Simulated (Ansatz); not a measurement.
For CaB6-type CaB₆, LDA in Ansatz (PAW) gives:

- equilibrium lattice constant a: 4.089 Å
- cohesive energy: 6.85 eV/atom
- band gap: 0.00 eV

What does HSE06 in Ansatz (plane waves, PAW) give for the same quantities?


- lattice constant a: 4.135 Å (increases by 1.1 %)
- cohesive energy: 6.01 eV/atom (decreases by 0.84 eV/atom)
- band gap: 0.41 eV (grows by 0.41 eV)

For comparison: lattice constant a 4.151 Å (measured, temperature not stated, not corrected to a static lattice; as tabulated in Singh (2010), arXiv:1009.1807); band gap 1 eV (measured, temperature not stated, no zero-point or thermal correction; as tabulated in Wu et al. (2004), arXiv:cond-mat/0401246).

Changes are worked out from the printed values.

Unless a cell is named, each level is at its own relaxed cell (LDA 9.76, HSE06 10.10 Å³/atom).

A gap of zero means that the bands touch or overlap. Density-functional gaps are differences of (generalised) Kohn–Sham levels.

Ansatz's density-functional and Hartree–Fock values are scalar-relativistic unless marked +SOC, with PAW data made under PBE.

Ansatz is an electronic-structure program.
